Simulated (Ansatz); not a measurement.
**Rhenium, hcp: convergence with Fermi-Dirac smearing**

Computed with Ansatz, PBE, scalar-relativistic PAW, on the relaxed cell (a = 2.777 Å, c = 4.479 Å (c/a = 1.613); spin not included). Errors count from a run at 420 eV on a Γ-centred 21×21×12 mesh with Fermi-Dirac smearing of 0.1 eV, extrapolated to zero width. Fixed here: cutoff 420 eV, mesh 13×13×7. The SCF starts from atomic densities corrected by a trained network.

```
width (eV)  E(σ→0) error (meV/atom)  F error (meV/atom)  P (GPa)  SCF iterations
      0.01                      0.2                 0.0    -0.21               6
      0.03                      0.1                -1.1    -0.23               6
       0.1                      0.3               -13.4    -0.01               6
       0.2                      2.0               -55.9     0.62               6
       0.3                      3.2              -129.0     1.59               6
       0.6                      3.6              -526.0     6.94               6
       1.0                      0.6             -1468.9    20.04               6
```
